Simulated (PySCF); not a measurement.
Work out the structure from these simulated measurements.

Formula: C2H5ClO.

- Rotational structure: rotational constants A, B, C: 12.953, 3.518, 3.000 GHz [PBE0-D3(BJ)/def2-TZVP]
- Triplet: lowest triplet excitation (Tamm–Dancoff): 6.68 eV [TDA CAM-B3LYP/aug-cc-pVTZ]
- NMR, other nuclei: isotropic shieldings of nuclei other than C and H, by class: 304 (1 O), 890 (1 Cl) ppm [GIAO PBE0/pcSseg-2]
- UV, first state: lowest singlet excitation: 7.18 eV (173 nm, f = 0.002) [TDDFT CAM-B3LYP/aug-cc-pVTZ]
- 1H NMR: chemical shifts (computed TMS as zero) by class: 3.75 (2 H), 3.68 (2 H), 1.74 (1 H) ppm [GIAO PBE0/pcSseg-2]
- 13C NMR: chemical shifts (computed TMS as zero) by class: 68.4 (1 C), 56.2 (1 C) ppm [GIAO PBE0/pcSseg-2]

Electronic properties: PySCF, gas phase, density fitting. Levels stand in brackets. The structure is a single PBE0-D3(BJ)/def2-TZVP conformer in the gas phase; no vibrational or solvent corrections. Each NMR value is the plain mean over a class of atoms that symmetry, rotation or inversion makes alike.

Task: Give a SMILES that accounts for the data.

Result: Numbering: `[OH:1][CH2:2][CH2:3][Cl:4]`. Its formula, C2H5ClO, gives 0 degrees of unsaturation, so no ring and no π bond. 2 carbons fall into 2 classes; from least to most shielded: carbinol carbon (C–OH) [C2] (68.4 ppm), sp3 C–Cl carbon [C3] (56.2 ppm). Hydrogen classes from least to most shielded: 2 H on a carbinol carbon (C–OH), C2 (3.75 ppm), 2 H on an sp3 C–Cl carbon, C3 (3.68 ppm), 1 H on an alcohol oxygen, O1 (1.74 ppm). The other shieldings belong to: 304 ppm, alcohol oxygen [O1]; 890 ppm, alkyl chlorine [Cl4]. The optimised geometry has point group C1 and is an asymmetric top. Structure: 2-chloroethanol, `OCCCl`. The assignments are read from this structure; whether some other isomer fits the data as well wasn't checked.

The values belong to the conformer `[OH:1][CH2:2][CH2:3][Cl:4]`: O1–C2–C3–Cl4 64°, H–O1–C2–C3 -58°.
